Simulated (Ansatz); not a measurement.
For rutile SnO2, LDA (Ansatz, a quantum-chemistry and plane-wave program, plane waves, PAW) gives:

| Item | Result |
|---|---|
| band gap at the measured cell (atoms relaxed with PBEsol) | 1.11 eV |
| elastic constant C11 | 248 GPa |
| elastic constant C44 | 94.4 GPa |
| polycrystal shear modulus | 92.6 GPa |

Task: What does PBE0 (plane waves, PAW; Ansatz) give for the same quantities?

Result: 
- band gap at the measured cell (atoms relaxed with PBEsol): 3.73 eV (increases by 2.62 eV)
- elastic constant C11: 261 GPa (rises by 5.2 %)
- elastic constant C44: 102 GPa (goes up by 8.1 %)
- Voigt–Reuss–Hill shear modulus: 101 GPa (increases by 9.1 %)

For comparison: band gap 3.81 eV (measured, zero-point renormalisation of 215 meV (computed, non-adiabatic AHC, without the lattice-expansion part) added back here to the 1.8 K gap of; inputs from Miglio et al. (2020), arXiv:2011.12765); elastic constant C11 262 GPa (measured, temperature not stated, not corrected to a static lattice; as tabulated in Oses et al. (2018), arXiv:1811.08464); elastic constant C44 103 GPa (measured, temperature not stated, not corrected to a static lattice; as tabulated in Oses et al. (2018), arXiv:1811.08464); Voigt–Reuss–Hill shear modulus 102 GPa (measured, temperature not stated, not corrected to a static lattice, Hill average of measured single-crystal constants; as tabulated in Oses et al. (2018), arXiv:1811.08464).

Changes are worked out from the printed values.

Unless a cell is named, each level is at its own relaxed cell.

Levels without +SOC have no spin–orbit coupling; where heavier elements are present it shifts gaps, mostly down, and can invert bands. Density-functional gaps are differences of (generalised) Kohn–Sham levels.

Ansatz's density-functional and Hartree–Fock values are scalar-relativistic unless marked +SOC, with PAW data made under PBE.
